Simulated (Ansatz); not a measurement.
H2Ge–GeH2, triplet: reading a ladder of total energies

Geometry: a PBE0/def2-TZVP stationary point for this spin, not checked as a minimum.

```xyz
6

Ge    0.0192    0.0000    1.2276
Ge    0.0192    0.0000   -1.2276
H    -0.6906    1.2523    1.8004
H    -0.6906   -1.2523    1.8004
H    -0.6906    1.2523   -1.8004
H    -0.6906   -1.2523   -1.8004
```

Basis cc-pVDZ; Ansatz 0.2.0. Correlated methods freeze the noble-gas cores and the filled d shells of p-block atoms, which leaves 12 electrons in 46 orbitals. R marks a restricted (for open shells ROHF) determinant, U an unrestricted one. No spin–orbit coupling is included, and no scalar relativity.

Full CI isn't at hand for all of this; UCCSDT(Q) serves as the reference, and is uncertain by about the last step of the cluster series.

Runs differ by some tens of microhartree through their thresholds and, for an open shell, their frozen cores, so steps under 0.03 kcal/mol mean nothing.

```tsv
level	total energy (hartree)
UHF	-4152.939243
UMP2	-4153.100732
UCCSD	-4153.141949
UCCSD(T)	-4153.146896
UCCSDT	-4153.148063
UCCSDT(Q)	-4153.148251
```

Question: What is the correlation energy at UCCSDT(Q), and what share of it do UMP2 and UCCSD(T) recover?

Answer: E(corr) = -4153.148251 − (-4152.939243) = -0.209008 hartree = -5.687 eV. UMP2: -0.161489 / -0.209008 = 77.26 %. UCCSD(T): -0.207653 / -0.209008 = 99.35 %.

Question: By how many kcal/mol does UCCSD(T) miss UCCSDT(Q) (1 hartree = 627.509 kcal/mol), and which steps make up the rest?

Answer: -4153.146896 − (-4153.148251) = 0.001355 hartree = 0.85 kcal/mol. Steps: UCCSDT − UCCSD(T) = -0.73, UCCSDT(Q) − UCCSDT = -0.12 kcal/mol. Differences between like states or geometries often cancel part of this.
